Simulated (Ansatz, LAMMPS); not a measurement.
# Rock-salt SrO: properties by level of theory

Reference values: lattice constant a 5.16 Å (measured, 300 K, not corrected to a static lattice; as tabulated in Santana et al. (2016), arXiv:1608.06321); bulk modulus 91 GPa (measured, 300 K, not corrected to a static lattice; as tabulated in Santana et al. (2016), arXiv:1608.06321); zone-centre TO phonon frequency 224 cm⁻¹ (measured, temperature not stated, not corrected to a static lattice; as tabulated in Roshan et al. (2021), arXiv:2110.13857); elastic constant C11 175 GPa (measured, temperature not stated, no zero-point or thermal correction; as tabulated in Oses et al. (2018), arXiv:1811.08464); elastic constant C44 55.9 GPa (measured, temperature not stated, not corrected to a static lattice; as tabulated in Oses et al. (2018), arXiv:1811.08464).

| level (code) | lattice parameter a (Å) | bulk modulus (GPa) | zone-centre TO phonon frequency (cm⁻¹) | elastic constant C11 (GPa) | elastic constant C44 (GPa) |
|---|---|---|---|---|---|
| ionic model lewis1985c (shell model, LAMMPS) | 5.160 | 102 | 229 | 155 | 75.0 |
| B3LYP (VWN-RPA form) (Ansatz) | 5.201 | 88.3 | 201 | 165 | 58.2 |
| Hartree–Fock (Ansatz) | 5.222 | 92.6 | 225 | 170 | 61.7 |

Differences from the reference values (errors of the level alone only where the reference is corrected to a static lattice):

```json
[
 {"level": "ionic model lewis1985c", "lattice constant a (%)": "0.00", "bulk modulus (%)": "+12.1", "zone-centre TO phonon frequency (%)": "+2.2", "elastic constant C11 (%)": "-11.4", "elastic constant C44 (%)": "+34"},
 {"level": "B3LYP (VWN-RPA form)", "lattice constant a (%)": "+0.79", "bulk modulus (%)": "-3.0", "zone-centre TO phonon frequency (%)": "-10.3", "elastic constant C11 (%)": "-5.7", "elastic constant C44 (%)": "+4.1"},
 {"level": "Hartree–Fock", "lattice constant a (%)": "+1.20", "bulk modulus (%)": "+1.8", "zone-centre TO phonon frequency (%)": "+0.4", "elastic constant C11 (%)": "-2.9", "elastic constant C44 (%)": "+10.4"}
]
```

Nearest: lattice constant a, not ranked (reference at room or unstated temperature); bulk modulus, not ranked (reference at room or unstated temperature); zone-centre TO phonon frequency, not ranked (one source); elastic constant C11, not ranked (reference at room or unstated temperature); elastic constant C44, not ranked (reference at room or unstated temperature).

Empirical potentials (ionic model lewis1985c) are fitted to chosen data: where that held the value shown, agreement is built in, and what lay outside the fit can be far off.

Ansatz's density-functional and Hartree–Fock values are scalar-relativistic unless marked +SOC, with PAW data made under PBE.

Differences are worked out from the printed values.

Ansatz is an electronic-structure program.
